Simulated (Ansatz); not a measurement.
Computed with Ansatz on PBE0-D4/def2-TZVP structures; ΔE is electronic, products minus reactants. CCSD(T)/CBS is the MP2 limit (def2-TZVPP, def2-QZVPP) plus CCSD(T) − MP2 in def2-TZVPP, frozen cores. This one scheme is used for every species. DFT in def2-TZVPP. One conformer a species, not always the lowest.

Reaction (cleavage of the Si–P bond): `[AlH2][SiH2]P` + HCl → `[AlH2][SiH2]Cl` + PH₃

```json
{"species": "`[AlH2][SiH2]P`", "revPBE-D4 energy (Eh)": "-876.72675"}
{"species": "HCl", "revPBE-D4 energy (Eh)": "-460.73668"}
{"species": "`[AlH2][SiH2]Cl`", "revPBE-D4 energy (Eh)": "-994.39260"}
{"species": "PH₃", "revPBE-D4 energy (Eh)": "-343.09206"}
```

Work out ΔE.

ΔE = (-994.39260) + (-343.09206) − (-876.72675) − (-460.73668) = -0.02123 Eh = -55.7 kJ/mol. CCSD(T)/CBS gives -66.0 kJ/mol.

Largest T1 diagnostic among the species: 0.014.

The D4 term adds +4.0 kJ/mol with B3LYP and +2.3 kJ/mol with PBE0; it sums over pairs of atoms, weighted by their polarisabilities, and B3LYP, whose exchange is more repulsive, gets the larger term. Leaving LDA and LC-ωPBE aside and taking each functional with its dispersion term where it has one, the values, not all of them listed here, spread over 17.9 kJ/mol, from BHLYP-D4 to revPBE-D4. LDA lies +3.7 kJ/mol from PBE without D4.

B3LYP here is the variant with VWN-RPA as its local correlation; programs differ in this.
